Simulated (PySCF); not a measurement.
**How well do the runs reproduce experiment for ClH3Si?**

**The experiment to reproduce.**

NIST CCCBDB Release 22 (SRD 101), experimental dipoles lists, for the gas: dipole moment (microwave Stark effect) 1.31 ± 0.01 D.

The runs below try to reproduce these values; the comparison stands at the end.

ClH3Si.
Atom-mapped SMILES: `[SiH3:1][Cl:2]` (hydrogens: H3, H4, H5 on Si1)

Cartesian coordinates in Å at the PBE0-D3(BJ)/def2-SVP level; atoms count from 1:
```
atom  x, y, z in Å
Si1   -0.120   -0.005   -0.011
Cl2    1.943    0.102    0.063
H3    -0.516   -1.024   -1.023
H4    -0.659    1.329   -0.395
H5    -0.631   -0.396    1.332
```

Runs made with PySCF (gas phase, on this PBE0-D3(BJ)/def2-SVP geometry; no spin–orbit coupling):

```tsv
level	job	basis functions	wall time
PBE0-D3(BJ)/def2-SVP, grid level 1	geometry optimisation from a GFN2-xTB start	51	3.0 s
CAM-B3LYP/pcSseg-2	shieldings	128	4.6 s
PBE0/pcSseg-1	shieldings, charges and field gradients	63	2.3 s
```

Hardware: an Arm Neoverse V1 with one thread, shared host.

Results beside the measurements:

**Dipole moment.** Measured: 1.31 D (NIST CCCBDB Release 22 (SRD 101), experimental dipoles).

```
               level  computed (D)  computed − measured (D)  % (from the printed values)
PBE0-D3(BJ)/def2-SVP          1.38                    +0.07                           +5
  CAM-B3LYP/pcSseg-2          1.55                    +0.24                          +18
       PBE0/pcSseg-1          1.66                    +0.35                          +27
```

Closest is PBE0-D3(BJ)/def2-SVP (+0.07 D), furthest PBE0/pcSseg-1 (+0.35 D); one molecule doesn't rank methods. All 3 levels lie above the measurement. The computed dipoles belong to one fixed geometry; measured ones are averaged over vibrations unless marked μe. Magnitudes are compared, not signs.

The geometry is computed, not the measured one. Where a level misses, the cause wasn't examined.
